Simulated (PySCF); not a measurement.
# S2F2: PBE0 against B3LYP

Base calculation in PySCF with density fitting and no spin–orbit coupling, PBE0/def2-TZVP (no relativity): singlet, Cs, S–F 1.606 Å (×2), S–S 1.859 Å; F–S–F 92.0°, F–S–S 107.9° (×2); wavenumbers 276, 339, 417, 713, 744, 778 cm⁻¹; dipole moment 0.96 D, gap between the highest occupied and lowest empty levels 5.97 eV, polar-tensor charge of S 1.63 e, atomisation energy (no zero-point energy) 1045 kJ/mol.

Task: What changes on going to B3LYP/def2-TZVP (no relativity)?

Result: The point group stays the same. Changes: mean bond to S +0.018 Å, highest wavenumber -35 cm⁻¹, lowest wavenumber -11 cm⁻¹, dipole moment +0.17 D, gap between the highest occupied and lowest empty levels -0.56 eV, polar-tensor charge of S -0.02 e, atomisation energy (no zero-point energy) -25 kJ/mol. The new structure has S–F 1.628 Å (×2), S–S 1.870 Å; F–S–F 91.9°, F–S–S 108.0° (×2), with wavenumbers 265, 324, 398, 661, 705, 743 cm⁻¹.

The structures come from searches over a few start shapes, so lower isomers are not excluded.
